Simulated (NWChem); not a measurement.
Species: tetrafluoromethane (CF₄); SMILES FC(F)(F)F

```xyz
5

F     -0.8911    -0.7549     0.6058
C      0.0000     0.0000     0.0000
F      0.8662    -0.7639    -0.6302
F     -0.6053     0.7836    -0.8663
F      0.6302     0.7352     0.8907
```
Atoms are numbered in this order, from 1.

All runs: NWChem. Geometry: optimised at PBE0/def2-SVP. GIAO values for the isolated, static molecule; σ is the absolute isotropic shielding, δ = σ(reference) − σ with the isolated reference molecule computed at the same levels (13C: tetramethylsilane, 19F: trichlorofluoromethane).

```json
[
 {"level": "PBE0/pcSseg-1", "δ F1 (ppm)": "-72.6", "δ C2 (ppm)": "127.3"},
 {"level": "PBE/pcSseg-1", "δ F1 (ppm)": "-91.8", "δ C2 (ppm)": "132.8"},
 {"level": "LDA (Slater exchange, VWN5)/pcSseg-1", "δ F1 (ppm)": "-91.8", "δ C2 (ppm)": "136.7"}
]
```
